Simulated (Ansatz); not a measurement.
**Sb, quartet: from triple and quadruple zeta to the limit**

A free Sb atom.

Ansatz 0.2.0, UHF determinant, valence electrons correlated, core potentials past Kr. Energies in eV.

```csv
set,X,functions,Hartree–Fock,MP2 correlation,CCSD(T) correlation,time
def2-TZVPP,3,50,-6511.0663,-1.6425,-2.0521,"4 s on 1 × NVIDIA H100 80GB HBM3 with 1 thread of AMD EPYC 7R13 Processor (Zen 3), with other jobs on the host"
def2-QZVPP,4,82,-6511.0855,-1.7977,-2.1809,"4.2 s on 1 × NVIDIA H100 80GB HBM3 with 1 thread of AMD EPYC 7R13 Processor (Zen 3), with other jobs on the host"
```

Hartree–Fock is taken to follow E(X) = E∞ + A·exp(−7.88·√X), correlation E(X) = E∞ + B·X^−2.97.

Cautions: no spin-orbit coupling; inner d shell frozen.

Problem. Work out the CCSD(T) energy at the limit, and how far the shortcut misses it that extrapolates MP2 and adds CCSD(T) minus MP2 from the smaller set.

Solution. Hartree–Fock: E∞ = E4 + 0.1377·(E4 − E3) = -6511.0881. Correlation: E∞ = E4 + 0.7407·(E4 − E3) = -2.2763 for CCSD(T) and -1.9127 for MP2. The limit is -6513.3644 eV, 0.098 eV below def2-QZVPP. The shortcut gives a correlation energy of -1.9127 + (-0.4096) = -2.3223, 46 meV lower than the direct value.

The exponents were fitted on light atoms, and def2 sets of heavy atoms don't grow evenly, so the limit is rough here.
